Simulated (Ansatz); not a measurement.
C₅H₁₀O, SMILES `C=COCCC`. Charge 0, multiplicity 1. All single points use the PBE0-D4/def2-TZVP geometry. It is one conformer, not always the lowest.

```xyz
16

C    -1.766    2.007    0.693
C    -1.682    1.176   -0.343
O    -0.675    0.347   -0.662
C     0.447    0.341    0.201
C     1.445   -0.668   -0.315
C     0.921   -2.093   -0.296
H    -0.990    2.116    1.437
H    -2.657    2.608    0.802
H    -2.481    1.093   -1.072
H     0.120    0.082    1.217
H     0.884    1.346    0.235
H     2.346   -0.587    0.302
H     1.735   -0.384   -1.332
H     0.658   -2.401    0.720
H     0.027   -2.188   -0.914
H     1.669   -2.793   -0.674
```

(1) What is the dipole moment at r2SCAN/def2-TZVPP? (Estimate.)

(2) And with PBE, B3LYP, ωB97M-V? (Estimate.)

(3) Give the Mulliken charges with r2SCAN, B3LYP, PBE in def2-TZVPP. (Best estimate.)

Results:

(1) Computed: 0.97 D, with components (0.87, -0.20, 0.39) D in this frame, pointing from negative to positive charge.

(2) The calculation gave: PBE 0.95 D, B3LYP 0.93 D, ωB97M-V 0.91 D.

(3) The calculation gave: 
```json
{"atom": "C1", "r2SCAN": "-0.27", "B3LYP": "-0.28", "PBE": "-0.26"}
{"atom": "C2", "r2SCAN": "0.10", "B3LYP": "0.06", "PBE": "0.03"}
{"atom": "O3", "r2SCAN": "-0.28", "B3LYP": "-0.28", "PBE": "-0.20"}
{"atom": "C4", "r2SCAN": "0.12", "B3LYP": "0.03", "PBE": "0.01"}
{"atom": "C5", "r2SCAN": "-0.01", "B3LYP": "-0.09", "PBE": "-0.09"}
{"atom": "C6", "r2SCAN": "-0.14", "B3LYP": "-0.25", "PBE": "-0.25"}
{"atom": "H7", "r2SCAN": "0.07", "B3LYP": "0.08", "PBE": "0.07"}
{"atom": "H8", "r2SCAN": "0.07", "B3LYP": "0.09", "PBE": "0.08"}
{"atom": "H9", "r2SCAN": "0.08", "B3LYP": "0.11", "PBE": "0.09"}
{"atom": "H10", "r2SCAN": "0.04", "B3LYP": "0.07", "PBE": "0.07"}
{"atom": "H11", "r2SCAN": "0.05", "B3LYP": "0.09", "PBE": "0.08"}
{"atom": "H12", "r2SCAN": "0.01", "B3LYP": "0.05", "PBE": "0.06"}
{"atom": "H13", "r2SCAN": "0.02", "B3LYP": "0.06", "PBE": "0.06"}
{"atom": "H14", "r2SCAN": "0.03", "B3LYP": "0.07", "PBE": "0.07"}
{"atom": "H15", "r2SCAN": "0.06", "B3LYP": "0.09", "PBE": "0.09"}
{"atom": "H16", "r2SCAN": "0.04", "B3LYP": "0.08", "PBE": "0.08"}
```

B3LYP here is the variant with VWN-RPA as its local correlation; programs differ in this.
